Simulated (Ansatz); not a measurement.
This script for a test of scalar relativity of FSi (charge +1) with the Ansatz DFT code, driven from Python holds a mistake.

Input file `fsi.xyz`:
```text
2

Si    0.00000    0.00000    0.00000
F     0.00000    0.00000    1.83000
```

Script `x2c.py`:
```python
"""Scalar relativity in FSi(+)."""

from dataclasses import dataclass
import logging
import sys
import warnings

import ansatz as az
import numpy as np

logging.basicConfig(stream=sys.stdout, format="%(name)s: %(message)s")
log = logging.getLogger("ansatz_job")
log.setLevel(logging.INFO)


@dataclass
class RunConfig:
    xc: str = "pbe"
    charge: int = 1


opts = RunConfig()

warnings.simplefilter("ignore", az.DeckWarning)

mol = az.Crystal.molecule_from_extxyz("fsi.xyz")

model = (
    mol.calculation()
    .functional(opts.xc)
    .charge(opts.charge)
    .stress()
    .forces()
)
# a set contracted for a scalar-relativistic Hamiltonian goes with the relativistic run
sets = {"none": "cc-pVTZ", "scalar": "cc-pVTZ-DK"}
found = {kind: model.basis(gaussian=basis).pseudopotentials(relativity=kind).run(threads=1, backend="cpu").report for kind, basis in sets.items()}
for kind, each in found.items():
    dipole = 4.803205 * np.linalg.norm(each["charge_distribution"]["dipole_moment_e_ang"])
    log.info(f"{kind:7s} E = {each['free_energy_ev']:.4f} eV  dipole {dipole:.3f} D  largest force component {np.abs(each['forces_ev_ang']).max():.4f} eV/A")
log.info(f"relativity lowers the total energy by {found['none']['free_energy_ev'] - found['scalar']['free_energy_ev']:.3f} eV")
```

```console
$ python x2c.py
Traceback (most recent call last):
  File "x2c.py", line 37, in <module>
    found = {kind: model.basis(gaussian=basis).pseudopotentials(relativity=kind).run(threads=1, backend="cpu").report for kind, basis in sets.items()}
                   ~~~~~~~~~~~~~~~~~~~~~~~~~~~~~~~~~~~~~~~~~~~~~~~~~~~~~~~~~~~~~~~~~^^^^^^^^^^^^^^^^^^^^^^^^^^
  ...
ansatz.RefusalError: invalid value for `basis.gaussian`: such a run doesn't read output.stress; remove what it names
```
(Library frames cut from the traceback.)

Find the fault and give the corrected script.

The fault: a molecule has no stress. The change:

```diff
--- before
+++ after
@@ -31,3 +31,2 @@
     .charge(opts.charge)
-    .stress()
     .forces()
```

The mended script runs so:

```console
$ python x2c.py
ansatz_job: none    E = -10580.1362 eV  dipole 4.749 D  largest force component 5.1319 eV/A
ansatz_job: scalar  E = -10599.1612 eV  dipole 4.759 D  largest force component 5.1170 eV/A
ansatz_job: relativity lowers the total energy by 19.025 eV
```

What to keep in mind:
- Total energies depend on the basis set; only differences at equal settings carry meaning.
- The geometry is a force-field or estimated start, not a minimum of this method. The basis set changes with the Hamiltonian (a set recontracted for scalar relativity), and most of the change in the total lies in the cores.
- An ion's dipole depends on the origin; the program takes it about the centre of nuclear charge.
- The spin state was assumed, and another may lie lower.
- Wall time of the script: 1.3 s on 1 thread of Intel(R) Xeon(R) Platinum 8488C (Sapphire Rapids), on a shared host, peak memory 0.17 GiB.
